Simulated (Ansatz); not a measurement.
**fcc Sc (model structure)**

All values below come from LDA (Ansatz, a first-principles code, plane waves, PAW).

Run with plane-wave cutoff 500 eV, 28×28×28 k mesh, Fermi–Dirac smearing 0.1 eV, scalar-relativistic PAW data made under PBE.

Cell (relaxed at this level):

```yaml
crystal:
  lattice:
    - [0.00000, 2.23972, 2.23972]
    - [2.23972, 0.00000, 2.23972]
    - [2.23972, 2.23972, 0.00000]
  atoms:
    - { symbol: Sc, position: [0.00000, 0.00000, 0.00000] }
```

```yaml
band_gap: zero (no gap)
```

Note: the relaxation could raise the start's symmetry but not lower it, so the cell can be a saddle point.

Static lattice: no zero-point or thermal effects.

A model structure was made by putting elements into a prototype or built by hand; it is no filed structure, need not be a known phase, and can be a saddle point held by its symmetry.
